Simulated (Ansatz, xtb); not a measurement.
## Two isomers of C5H5Cl

Structure a is `C#C[C@@H]1C[C@H]1Cl`, a singlet and structure b is `C#C[C@@H]1C[C@@H]1Cl`, a singlet. Both are isolated molecules in the gas phase, relaxed with PBE0-D3(BJ)/def2-SVP.

Energies in hartree; the thermal terms are from GFN2-xTB frequencies at re-optimised GFN2-xTB minima (ideal gas, soft modes damped towards free rotors, one conformer each, 298.15 K, 1 atm) and include the zero-point energy:

|  | a | b |
| --- | --- | --- |
| E, CCSD(T)/def2-SVP | −652.229169 | −652.227545 |
| E, MP2/def2-SVP | −652.151161 | −652.149668 |
| E, MP2/def2-TZVPP | −652.714148 | −652.712406 |
| zero-point energy | 0.079514 | 0.079533 |
| H(298 K) − E | 0.086785 | 0.086761 |
| G(298 K) − E | 0.049075 | 0.049112 |

**Question.** Correct the CCSD(T) difference for the basis set by the MP2 change, then work out ΔE, ΔE₀, ΔH and ΔG for a → b in kcal/mol (1 Eh = 627.51 kcal/mol) and the equilibrium ratio [b]/[a].

**Answer.** 1. Differences b − a: CCSD(T) +0.001624, MP2 in the small set +0.001493, MP2 in the large set +0.001742 Eh.
2. ΔE = +0.001624 + (+0.001742 − (+0.001493)) = +0.001873 Eh = +1.18 kcal/mol.
3. ΔE₀ = ΔE + ΔZPE = +0.001873 + (+0.000019) Eh = +1.19 kcal/mol.
4. ΔH = ΔE + (−0.000024) Eh = +1.16 kcal/mol.
5. ΔG = ΔE + (+0.000037) Eh = +1.20 kcal/mol, so ΔS = (ΔH − ΔG)/T = −0.5 J/(mol K).
6. kT = 0.9442 mEh, so K = [b]/[a] = exp(−ΔG/kT) = exp(−2.02) ≈ 0.13.

Structure a is favoured at this temperature. An error of 1 kcal/mol in ΔG would change K by a factor of 5.4. Mirror images and further conformers aren't counted.

As drawn, both hold the same kinds of bond in the same numbers.

Other levels gave ΔE = +1.0 (GFN2-xTB); +1.1 (HF/STO-3G, GFN2-xTB geometries); +1.1 (r2SCAN-D4/def2-SVP, GFN2-xTB geometries); +1.0 (PBE0-D3(BJ)/def2-SVP); +1.5 (HF/def2-SVP); +0.9 (MP2/def2-SVP); +1.0 (CCSD(T)/def2-SVP) kcal/mol. The correlated steps freeze 10 core orbitals. Programs: Ansatz 0.2.0, xtb 6.7.1.
